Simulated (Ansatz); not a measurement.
We consider hcp Os, described by rVV10 (plane waves, PAW; Ansatz, a program for electronic structure).

Numerical settings: plane-wave cutoff 520 eV, 24×24×14 k mesh (along the axes of the cell as run), Fermi–Dirac smearing 0.05 eV, no spin polarisation, scalar-relativistic PAW data made under PBE.

Computed points:

```json
[
 {"V (Å³/atom)": "14.052", "E − E_lowest (meV/atom)": "29.66", "P (GPa)": "16.88"},
 {"V (Å³/atom)": "14.345", "E − E_lowest (meV/atom)": "7.12", "P (GPa)": "7.95"},
 {"V (Å³/atom)": "14.638", "E − E_lowest (meV/atom)": "0.00", "P (GPa)": "0.00"},
 {"V (Å³/atom)": "14.931", "E − E_lowest (meV/atom)": "6.59", "P (GPa)": "-7.08"},
 {"V (Å³/atom)": "15.223", "E − E_lowest (meV/atom)": "25.38", "P (GPa)": "-13.37"}
]
```

Problem. Fit the third-order Birch–Murnaghan equation and give B0 and B′.

Solution. V0 = 14.638 Å³/atom, B0 = 375 GPa, B′ = 4.8 (fit to the energies at full precision).

Shape and atoms are relaxed at each volume.

Measured, for comparison: bulk modulus 425 GPa (zero-point energy and finite temperature contributions removed; as tabulated in doi:10.1021/acs.jctc.3c00612). Computed (rounded) less measured: bulk modulus -12 %.

Note: the bulk modulus comes from volumes at which shape and atoms were relaxed.

Spin–orbit coupling is not included.

Static lattice: no zero-point or thermal effects.

Cost on a shared machine: around 10 core-minutes (rough).
